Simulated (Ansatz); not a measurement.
Relaxation of HOS2 (4 atoms, charge 0, multiplicity 2), to a largest force component of 0.02 eV/Å in at most 40 steps.

Theory: Ansatz, UKS PBE0-D4/def2-SVP.

```xyz
4
Properties=species:S:1:pos:R:3
S -1.418 -0.370 0.922
O -0.437 0.751 0.335
S 0.957 0.482 -0.600
H 0.897 -0.862 -0.656
```

Q: Where does it end, and by what steps?

A: The run converged. After 4 steps the energy has fallen by 0.029 eV; H4 moved furthest, 0.07 Å.

```csv
step,energy less start (eV),largest force component (eV/Å),accepted
0,0.0000,0.831,yes
1,-0.0190,0.572,yes
2,-0.0285,0.121,yes
3,-0.0290,0.033,yes
4,-0.0291,0.001,yes
```

```xyz
4
Properties=species:S:1:pos:R:3
S -1.375 -0.412 0.888
O -0.427 0.791 0.335
S 0.962 0.487 -0.608
H 0.840 -0.866 -0.615
```

Whether the end is a true minimum wasn't checked by a vibrational analysis.

The run took 11 s on 1 thread of Arm Neoverse V2 (shared host), peak memory 0.13 GiB.
